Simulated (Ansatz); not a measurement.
Relaxation of C$_{2}$H$_{9}$Si (12 atoms, charge 0, multiplicity 2), to a largest force component of 0.03 eV/Å in at most 50 steps.

All numbers below come from Ansatz, UHF/6-31G*.

```xyz
12
Properties=species:S:1:pos:R:3
Si -0.147 -0.265 -0.503
H 0.122 0.227 2.107
C 1.742 -0.117 -0.550
H 2.219 -1.089 -0.473
H 2.071 0.341 -1.480
H 2.108 0.498 0.268
C -0.974 1.440 -0.562
H -2.053 1.362 -0.475
H -0.621 2.075 0.245
H -0.753 1.944 -1.501
H -0.614 -1.089 -1.644
H 0.268 0.494 2.740
```

Problem. Where does it end, and by what steps?

Solution. It converged. The force dipped under the threshold on the way, but the program's further checks kept it going. After 13 steps the energy has fallen by 0.134 eV; H2 moved furthest, 1.51 Å.

| step | energy less start (eV) | largest force component (eV/Å) | accepted |
| --- | --- | --- | --- |
| 0 | 0.0000 | 1.192 | yes |
| 1 | -0.0754 | 0.144 | yes |
| 2 | -0.1038 | 0.149 | yes |
| 3 | -0.1192 | 0.072 | yes |
| 4 | -0.1233 | 0.237 | yes |
| 5 | -0.1291 | 0.063 | yes |
| 6 | -0.1298 | 0.253 | yes |
| 7 | -0.1322 | 0.035 | yes |
| 8 | -0.1320 | 0.076 | no |
| 9 | -0.1324 | 0.004 | yes |
| 10 | -0.1329 | 0.013 | yes |
| 11 | -0.1334 | 0.025 | yes |
| 12 | -0.1335 | 0.039 | yes |
| 13 | -0.1337 | 0.024 | yes |

```xyz
12
Properties=species:S:1:pos:R:3
Si -0.168 -0.305 -0.902
H 0.132 0.259 3.618
C 1.721 -0.168 -0.804
H 2.190 -1.145 -0.864
H 2.111 0.439 -1.618
H 2.031 0.292 0.130
C -1.005 1.394 -0.814
H -2.085 1.304 -0.881
H -0.772 1.896 0.120
H -0.674 2.035 -1.627
H -0.563 -1.003 -2.151
H 0.449 0.821 3.962
```

Whether the end is a true minimum wasn't checked by a vibrational analysis.

Run time: 21 s on 1 thread of Arm Neoverse V1, on a shared host, peak memory 0.13 GiB.
